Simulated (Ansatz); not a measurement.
Coupled-cluster diagnostics for AlH2(vinyl) (C₂H₅Al), Ansatz.

Geometry of the singlet (PBE0-D4/def2-TZVP):

Cartesian coordinates in Å:
```
Al 0.635 -1.321 -0.221
H 0.252 -2.803 -0.643
H 2.133 -0.930 0.135
C -0.686 0.092 -0.106
C -0.310 1.316 0.279
H -1.743 -0.048 -0.336
H 0.725 1.545 0.523
H -1.005 2.149 0.369
```

Correlated methods freeze 7 core orbitals.

Estimate the CCSD(T) correlation energy, the shares of MP2 and (T), T1 and the reference's ⟨S²⟩ for: charge 0, singlet, own geometry in def2-TZVPP; charge 0, singlet, own geometry in def2-TZVPD; charge 1, doublet, vertical in def2-TZVPP; charge -1, doublet, vertical in def2-TZVPD; and the rough time on 4 threads of Arm Neoverse V1 on a shared host.


```csv
state,basis,correlation (eV),MP2 share (%),(T) share (%),T1,⟨S²⟩ (pure),wall time,remarks
"charge 0, singlet, own geometry",def2-TZVPP,-12.551,88.2,3.9,0.011,0.00 (0.00),12 s,–
"charge 0, singlet, own geometry",def2-TZVPD,-12.275,87.6,4.0,0.011,0.00 (0.00),9.5 s,–
"charge 1, doublet, vertical",def2-TZVPP,-10.853,85.5,2.9,0.021,0.75 (0.75),61 s,–
"charge -1, doublet, vertical",def2-TZVPD,-12.838,86.3,4.2,0.029,0.87 (0.75),48 s,HOMO above zero
```
Customary marks for T1 are 0.02 (closed shells), 0.045 (open shells) and about 0.05 (3d metals). T1 exceeds 0.02 in 2 of 4 rows and 0.045 in 0; the higher it lies, the less the single-reference result can be trusted.
